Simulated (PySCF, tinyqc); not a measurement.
A ladder of methods, and size consistency: correlation methods against full CI in the sto-3g basis, for LiH, spin multiplicity 1. Computed by the program tinyqc with PySCF. All electrons correlated; +Q is the Davidson correction (1 - c0^2) E_corr. The last columns treat two copies 100 angstrom apart as one system. FCI is the lowest singlet.

Geometry (angstrom):
```
atom,x,y,z
Li,0.0000,0.0000,0.0000
H,0.0000,0.0000,2.2160
```

RHF energy of one = -7.806067 hartree

Correlation energies (hartree):
```
method,E_corr of one,share of FCI (%),E_corr of two at 100 angstrom,two minus twice one (mhartree)
MP2,-0.02120,55.253,-0.04241,-7.57e-05
CISD,-0.03835,99.921,-0.07170,4.990
CISD+Q,-0.04136,107.765,-0.08012,2.590
CCSD,-0.03835,99.935,-0.07670,-1.89e-04
CCSD(T),-0.03837,99.989,-0.07674,-1.87e-04
FCI,-0.03838,100.000,-,-
```

What does the comparison show, and why?

MP2 recovers 55 %, CISD 99.9 % and CCSD 99.9 % of the FCI value (c0^2 = 0.921 in CISD). MP2 and coupled cluster are size consistent, so their last column vanishes but for a trace of long-range electrostatics; CISD loses 4.99 mhartree, since a double excitation on each copy is a quadruple of the pair, and the Davidson correction leaves +2.59. The restricted reference is unstable here: a spin-polarised solution lies 0.0059 hartree lower (PySCF), so results built on it describe a poor reference.
